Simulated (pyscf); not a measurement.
A first-order saddle from PySCF, ωB97X-D3(BJ)/def2-SVP:

```
Si
N 1 1.7162
H 2 1.0141 1 120.05
H 2 1.0151 3 111.80 1 150.05
H 1 1.5017 2 104.25 3 -29.47
N 1 1.8729 5 137.90 2 119.45
H 6 1.0246 1 109.60 5 -45.22
H 6 1.0248 7 106.04 1 -117.83
H 6 1.3157 7 99.49 8 -103.15
Cl 1 2.0936 5 104.04 2 -121.33
```
Charge 0, spin multiplicity 2.

Surface: doublet, charge 0. Lowest wavenumbers (cm⁻¹): 1884i, 182, 213, 235, 279.

**Question.** What reaction is this the transition state of?

**Answer.** `[NH3]` + `[NH2][SiH][Cl]` [doublet] ⇌ `[NH2][SiH]([NH2])[Cl]` + `[H]` [doublet], a substitution at N read from left to right: H–N broken and N–Si formed. At ωB97M-D3(BJ)/def2-TZVP it lies +0.74 eV from the left side and +0.84 eV from the right (each side as separated species at their lowest minima found). On the reactant side the descent ends in a complex, 0.26 eV under the separated species and 1.10 eV under the saddle at ωB97X-D3(BJ)/def2-TZVP. At ωB97X-D3(BJ) the barrier from the zero used here is 0.84 eV. This is the saddle that the search found; another between the same sides may lie lower. The angle at the attacked N is 130°.
